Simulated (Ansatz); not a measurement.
A nudged elastic band was laid between two geometries of C3H7NO (12 atoms, charge 0, multiplicity 1).

Method: RKS LDA/6-31G* in Ansatz.

```yaml
movable_images: 5
climbing_image: yes
spring: 5.0 eV/Å²
optimiser: quadratic models (default)
start_path: IDPP
force_threshold: 0.05 eV/Å
iteration_limit: 60
end_points: relaxed
```

Initial state:

```xyz
12
Properties=species:S:1:pos:R:3
C -0.918 -0.875 0.042
C 0.087 0.226 0.331
N 1.422 -0.307 0.208
C -0.114 1.264 -0.745
O -0.767 2.276 -0.619
H -1.952 -0.492 0.094
H -0.812 -1.692 0.782
H -0.737 -1.302 -0.963
H -0.165 0.707 1.305
H 2.123 0.345 0.577
H 1.511 -1.186 0.733
H 0.399 0.981 -1.712
```

Final state:

```xyz
12
Properties=species:S:1:pos:R:3
C -0.926 -0.737 0.464
C 0.177 0.276 0.247
N 1.518 -0.227 0.043
C -0.150 1.200 -0.901
O -1.256 1.335 -1.379
H -1.912 -0.236 0.486
H -0.782 -1.301 1.403
H -0.949 -1.457 -0.376
H 0.228 0.963 1.125
H 1.870 -0.678 0.895
H 1.508 -0.952 -0.688
H 0.751 1.759 -1.285
```

(1) What changes between the two ends?

(2) Give the energies along the band, and the barrier.

(3) What is the geometry of the highest image?

(4) What are the harmonic wavenumbers there?

The band took 6 iterations and about 2.5 core-minutes.

Results:

(1) No bond is made or broken. The dihedral C1–C2–N3–H10 goes from -168 to -67°.

(2) It converged. The highest image is number 3 of 0 to 6, 1.5 kcal/mol above the first end and 2.7 kcal/mol above the last; the last end lies 1.2 kcal/mol below the first. A vibrational analysis at the climbing image gives one clearly imaginary mode, 227i cm⁻¹: a first-order saddle point.

```json
{"image": "0", "path coordinate (Å)": "0.00", "energy (kcal/mol)": "0.0", "dihedral C1–C2–N3–H10 (°)": "-168"}
{"image": "1", "path coordinate (Å)": "0.46", "energy (kcal/mol)": "0.4", "dihedral C1–C2–N3–H10 (°)": "-156"}
{"image": "2", "path coordinate (Å)": "0.93", "energy (kcal/mol)": "1.1", "dihedral C1–C2–N3–H10 (°)": "-140"}
{"image": "3", "path coordinate (Å)": "1.39", "energy (kcal/mol)": "1.5", "dihedral C1–C2–N3–H10 (°)": "-122"}
{"image": "4", "path coordinate (Å)": "1.89", "energy (kcal/mol)": "0.7", "dihedral C1–C2–N3–H10 (°)": "-101"}
{"image": "5", "path coordinate (Å)": "2.38", "energy (kcal/mol)": "-0.6", "dihedral C1–C2–N3–H10 (°)": "-82"}
{"image": "6", "path coordinate (Å)": "2.87", "energy (kcal/mol)": "-1.2", "dihedral C1–C2–N3–H10 (°)": "-67"}
```

(3) 
```xyz
12
Properties=species:S:1:pos:R:3
C -0.927 -0.794 0.288
C 0.160 0.266 0.249
N 1.489 -0.277 0.078
C -0.162 1.230 -0.880
O -1.209 1.835 -0.971
H -1.921 -0.312 0.283
H -0.832 -1.430 1.186
H -0.860 -1.441 -0.608
H 0.081 0.869 1.181
H 2.120 -0.018 0.841
H 1.469 -1.300 0.025
H 0.671 1.318 -1.638
```

(4) 227i, 44, 258, 272, 374, 390, 563, 734, 859, 868, 955, 1021, 1096, 1165, 1221, 1260, 1298, 1333, 1349, 1447, 1457, 1622, 1816, 2795, 2927, 2971, 3053, 3080, 3441, 3537 cm⁻¹.

Run time: 4.3 min on 1 CPU thread of a shared host.
